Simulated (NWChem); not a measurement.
The numbers come from NWChem runs, not from measurements. System: O, charge 0, spin multiplicity 3. Its SCF solution wasn't tested for a lower state. Level: UMP2/def2-TZVPD, 1 core orbitals frozen.

Job file:

```
start mol
memory heap 200 mb stack 900 mb global 1100 mb
geometry units angstroms nocenter noautoz
  O      0.000000     0.000000     0.000000
  symmetry group D2h
end
basis spherical
  * library def2-tzvpd
end
scf
  uhf
  nopen 2
  maxiter 100
  thresh 1e-7
  semidirect memsize 60000000 filesize 0
  # guess.movecs holds the orbitals of an unrestricted PBE0 run
  vectors input guess.movecs output mol.movecs
end
mp2
  freeze core 1
end
task mp2 energy
```

NWChem printed:

```
             Northwest Computational Chemistry Package (NWChem) 7.3.0
             --------------------------------------------------------

                                NWChem Input Module
                                -------------------

 Scaling coordinates for geometry "geometry" by  1.889725989
 (inverse scale =  0.529177249)

                             Geometry "geometry" -> ""
                             -------------------------

 Output coordinates in angstroms (scale by  1.889725989 to convert to a.u.)

  No.       Tag          Charge          X              Y              Z
 ---- ---------------- ---------- -------------- -------------- --------------
    1 O                    8.0000     0.00000000     0.00000000     0.00000000

 Effective nuclear repulsion energy (a.u.)       0.0000000000

            Nuclear Dipole moment (a.u.)
            ----------------------------
        X                 Y               Z
 ---------------- ---------------- ----------------
     0.0000000000     0.0000000000     0.0000000000

      Symmetry information
      --------------------

 Group name             D2h
 Group number             26
 Group order               8
 No. of unique centers     1

      Symmetry unique atoms

     1


 Summary of "ao basis" -> "" (spherical)
 ------------------------------------------------------------------------------
       Tag                 Description            Shells   Functions and Types
 ---------------- ------------------------------  ------  ---------------------
 *                         def2-tzvpd                 on all atoms

 Summary of "ao basis" -> "ao basis" (spherical)
 ------------------------------------------------------------------------------
       Tag                 Description            Shells   Functions and Types
 ---------------- ------------------------------  ------  ---------------------
 O                         def2-tzvpd               14       40   6s4p3d1f

                                 NWChem SCF Module
                                 -----------------

  ao basis        = "ao basis"
[...]
  AO/Fock/Back tols     =   1.0D-09  1.0D-09  1.0D-09

 GA uses MA = F    GA memory limited = T

 Available:
  local mem=  1.26D+08
 global mem=  1.44D+08
 local disk=  0.00D+00
  mp2_memr nvloc                    35
  nvloc new                    35
   1 passes of   4:        3145728                      10261                    393115.
   1 passes of   4: M    126154605           G      144176000           F     123008877.

 Semi-direct pass number   1 of   1  for UHF alpha       at        0.2s
  vrange nnbf                   820
  mp2_eaftype                    10  avail_ma_in_mb                  1099
 EAF : mp2_eaftype filesize          10     196557.
  mp2_eaf for mointskh                     10
Node 0 wrote      0.9 Mb in      0.0 s     Agg I/O rate:  1803.6 Mb/s
 Done moints_semi at        0.3s
  mp2_eaftype                    10  avail_ma_in_mb                  1089
 EAF : mp2_eaftype filesize          10     196557.
  mp2_eaf for kh                    10
 Done maket at        0.3s
 Done multipass loop at        0.3s

 GA uses MA = F    GA memory limited = T

 Available:
  local mem=  1.26D+08
 global mem=  1.44D+08
 local disk=  0.00D+00
  mp2_memr nvloc                    37
  nvloc new                    37
   1 passes of   2:        3145728                       6962                    209107.
   1 passes of   2: M    126154605           G      144176000           F     123008877.

 Semi-direct pass number   1 of   1  for UHF beta        at        0.3s
  vrange nnbf                   820
  mp2_eaftype                    10  avail_ma_in_mb                  1099
 EAF : mp2_eaftype filesize          10     104553.
  mp2_eaf for mointskh                     10
Node 0 wrote      0.5 Mb in      0.0 s     Agg I/O rate:  2113.1 Mb/s
 Done moints_semi at        0.4s
  mp2_eaftype                    10  avail_ma_in_mb                  1089
 EAF : mp2_eaftype filesize          10     104553.
  mp2_eaf for kh                    10
 Done maket at        0.4s
 Done multipass loop at        0.4s

          -------------------------------------------
          SCF energy                 -74.815952704631
          Correlation energy          -0.142581595408
          Singlet pairs                0.000000000000
          Triplet pairs                0.000000000000
          Total MP2 energy           -74.958534300039
          -------------------------------------------

          ---------------------------------------------------
                    Spin Component Scaled (SCS) MP2
          Same spin pairs                     -0.035124296215
          Same spin scaling factor             0.333333333333
          Opposite spin pairs                 -0.107457299193
          Opposite spin scaling fact.          1.200000000000
          SCS-MP2 correlation energy          -0.140656857770
          Total SCS-MP2 energy               -74.956609562401
          ---------------------------------------------------

 -----------------------
 Performance information
 -----------------------

 Timer overhead =  1.12D-07 seconds/call

               Nr. of calls         CPU time (s)                 Wall time (s)                GFlops
             ---------------    -------------------     ------------------------------   -------------------
Name         Min   Avg   Max    Min     Avg     Max     Min     Avg     Max   Mx/calls   Min     Max     Sum
mp2: moin     2     2     2   0.18    0.18    0.18     0.18    0.18    0.18    9.10E-2   0.0     0.0     0.0
mp2: make     2     2     2   5.88E-3 5.88E-3 5.88E-3  5.88E-3 5.88E-3 5.88E-3 2.94E-3   0.0     0.0     0.0
mp2: tota     1     1     1   0.22    0.22    0.22     0.22    0.22    0.22    0.22      0.0     0.0     0.0

 The average no. of pstat calls per process was 5.00D+00
 with a timing overhead of 5.58D-07s

 Task  times  cpu:        0.4s     wall:        0.4s

 Total times  cpu:        0.4s     wall:        0.4s
```
